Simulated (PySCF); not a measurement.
Gas-phase reaction: 2 CH₃SiH₂ + C₄H₈ (isobutene) + 2 CH₃ ⇌ 2 Si(CH₃)₄

Method: PySCF energies (xtb for GFN2) plus ideal-gas RRHO corrections (1 bar). † marks an energy on the PBE0/def2-TZVP geometry and frequencies; other levels use their own. MP2 and CCSD(T) freeze the core. 6-31G* has spherical d functions here. Open shells (unrestricted): CH₃SiH₂ (multiplicity 2), CH₃ (multiplicity 2); the rest are closed-shell singlets. GFN2 has no spin-polarisation term. B3LYP is the form with VWN-RPA correlation. CH₃SiH₂: computed as isolated molecules; such fragments, hydroxides, amides, oligomers or adducts are transient or little studied in the gas. MP2 isn't extrapolated to the basis-set limit; its ΔH°(298 K) is -942.9 kJ in def2-SVP and -1007.8 kJ in def2-TZVPP. CCSD(T) isn't extrapolated to the basis-set limit. The harmonic model lacks anharmonicity and excited electronic states, which grow with temperature; levels with a mode under 35 cm⁻¹ are left out. Internal rotation in CH₃SiH₂, C₄H₈ (isobutene), Si(CH₃)₄ is treated as a harmonic vibration of one conformer, which makes the entropy rough.

```csv
level,"ΔE electronic, kJ","ΔH°(298 K), kJ","ΔS°(298 K), J/K","ΔG°(2500 K), kJ"
B3LYP/6-31G*,-952,-895,-502,285
B3LYP/def2-TZVP†,-952,-898,-502,273
CCSD(T)/def2-SVP†,-955,-901,-502,270
GFN2-xTB,-904,-839,-480,303
HF/6-31G*,-773,-715,-513,497
M06-2X/def2-TZVP†,-1034,-980,-502,191
MP2/def2-TZVPP†,-1062,-1008,-502,164
PBE/def2-TZVP†,-992,-939,-502,233
PBE0/def2-TZVP,-1005,-951,-502,220
ωB97M-V/def2-TZVP†,-1065,-1011,-502,161
ωB97X-V/def2-TZVP†,-1058,-1004,-502,167
```
ΔH° is lowest at ωB97M-V/def2-TZVP† and highest at HF/6-31G*. No reference value is set beside these.
